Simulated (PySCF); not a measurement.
# C2H5O3S: the cost of one run

Programs: PySCF 2.14.0, with routines of our own; each step states its level. All values are computed. Atoms count from 0.

## Step 1: The starting structure

11 atoms, charge 0, multiplicity 2; geometry from: GFN2-xTB.

## Step 2: Open-shell or spin-flip excitations: unrestricted TDA M06-2X/def2-SVPD

What the job is given:

```
{"job": {"kind": "uabs", "xc": "M06-2X", "basis": "def2-SVPD", "nstates": 10, "tda": true}, "charge": 0, "multiplicity": 2}
C     -1.534754    -0.250061    -0.479496
C     -0.557766     0.761532    -0.290710
S      1.134206    -0.064951    -0.051054
O      1.447672    -0.867533    -1.186372
O      2.093130     0.894669     0.424208
O      0.806971    -1.045861     1.198284
H     -1.976375    -0.745073     0.364345
H     -1.681377    -0.684267    -1.449400
H     -0.360645     1.389549    -1.153122
H     -0.636054     1.337388     0.624718
H      1.270416    -0.722722     1.972634
```

Method: unrestricted TDA M06-2X/def2-SVPD, vertical, gas phase, core orbitals frozen in the response.

The run is started by

```sh
$ OMP_NUM_THREADS=1 python excited_run.py task.json out
```

This one command runs all jobs of the session in turn.

**Question.** How long does this first job take on 1 thread of Arm Neoverse V2, shared host, and how much memory does it need?

About 65 s, with a peak of 0.7 GiB.
